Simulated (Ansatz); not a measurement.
C3H4N2 can be A, `C=C(N)C#N`, or B, `CC(=N)C#N`.

Gas-phase electronic energies from Ansatz, PBE0-D4/def2-TZVP geometries. CBS: MP2 limit from def2 TZ/QZ plus the TZ coupled-cluster correction, frozen cores. DFT in def2-TZVPP. B3LYP here is the variant with VWN-RPA as its local correlation; programs differ in this. Each species was taken in one conformer, which may not be the lowest.

Q: Which is lower in electronic energy at CCSD(T)/CBS, and by how much? (Estimate.)

A: The calculation gave: B, by 0.7 kcal/mol.

Q: Give E(B) − E(A) in kcal/mol with BLYP-D4, r2SCAN-D4, B3LYP, MP2/def2-TZVPP, CCSD(T)/def2-TZVPP, LDA (SPW92), CCSD/def2-TZVPP. (An estimate is asked.)

A: The calculation gave: BLYP-D4 0.4, r2SCAN-D4 0.9, B3LYP 0.4, MP2/def2-TZVPP -0.7, CCSD(T)/def2-TZVPP -1.8, LDA (SPW92) 3.9, CCSD/def2-TZVPP -1.8. The order is the other way round with BLYP-D4, r2SCAN-D4, B3LYP, LDA (SPW92).

Q: Does the order hold for the free energy at 298.15 K (harmonic terms from PBE0-D4)? (An estimate is asked.)

A: The calculation gave: Yes: G(B) − G(A) = -1.1 kcal/mol, for one conformer each.

Largest T1 diagnostic: 0.013.

At CCSD(T), def2-SVP lies −3.3 kcal/mol from the extrapolated value and def2-TZVPP −1.1 kcal/mol. Leaving LDA and LC-ωPBE aside and taking each functional with its dispersion term where it has one, the values, not all of them listed here, spread over 2.1 kcal/mol, from ωB97X-V to r2SCAN0-D4. LDA lies +3.0 kcal/mol from PBE without D4.
